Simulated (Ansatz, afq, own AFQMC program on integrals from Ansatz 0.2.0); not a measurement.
## Where AFQMC and coupled cluster stand for MoNH3, septet

```json
{"atom": "Mo", "x (Å)": "-4.0600", "y (Å)": "0.0125", "z (Å)": "-0.0028"}
{"atom": "N", "x (Å)": "0.7350", "y (Å)": "-0.0023", "z (Å)": "0.0005"}
{"atom": "H", "x (Å)": "1.1054", "y (Å)": "-0.9466", "z (Å)": "0.0057"}
{"atom": "H", "x (Å)": "1.1092", "y (Å)": "0.4725", "z (Å)": "0.8151"}
{"atom": "H", "x (Å)": "1.1103", "y (Å)": "0.4639", "z (Å)": "-0.8185"}
```

Connectivity, by distances: Mo ··· NH3.

Basis def2-SVP with its core potentials. Only valence electrons are correlated. Ansatz 0.2.0 and our own AFQMC program on the same integrals; the CISD trial comes from CCSD amplitudes, and released means the phaseless constraint is let go. Uncertainties: one standard error, sampling alone. No spin–orbit coupling. The metal's outer-core s and p shells are frozen, which shifts wave-function levels against functionals.

Determinant: UHF, the one that the program's search chose, which needn't be the lowest solution. The geometry is a point of a scan.

No full CI on the walks' own integrals is used here; CCSDT(Q) serves as the reference and is uncertain by about the last step of the cluster series.

Cautions: no spin-orbit coupling; outer-core shells of the metal frozen; lower spins were not checked; higher spins were not checked.

- T1 diagnostic: 0.0071
- weight of the determinant in the CISD state: 0.911
- ⟨S²⟩ of the determinant: 12.002
- size of the correlated space: 14 electrons in 55 orbitals

```
  level  correlation energy (eV)
    MP2                  -6.5305
   CCSD                  -7.1559
CCSD(T)                  -7.2855
```

Question: Estimate where phaseless AFQMC with the Hartree–Fock trial lies against CCSD(T) on the same integrals.

Answer: 1.52 ± 0.80 mEh above CCSD(T). The gap is under twice the noise, so this walk alone can't tell the two apart.

Reference: CCSDT(Q), correlation energy -7.306 eV. The released energy is read at 2.60 1/Eh (meV from the phaseless value at times in 1/Eh: -6 ± 3 at 0.24, -2 ± 3 at 0.60, -3 ± 3 at 1.20, -8 ± 3 at 1.80, -10 ± 4 at 2.60).

| level | E − E(reference) (mEh) | share of correlation (%) |
| --- | --- | --- |
| CCSD(T) | 0.77 | 99.71 |
| CCSDT | 0.33 | 99.88 |
| ph-AFQMC/HF | 2.29 ± 0.80 | 99.15 |
| ph-AFQMC/CISD | 0.21 ± 0.11 | 99.92 |
| released AFQMC | -0.16 ± 0.15 | 100.06 |

A walk keeps the symmetry of its determinant, which the program's search chose and which needn't be the lowest solution, so a lower state of the same spin and another symmetry isn't excluded. Released energies are given only where the last usable release times agree within the noise; a slower fall can still hide under it.
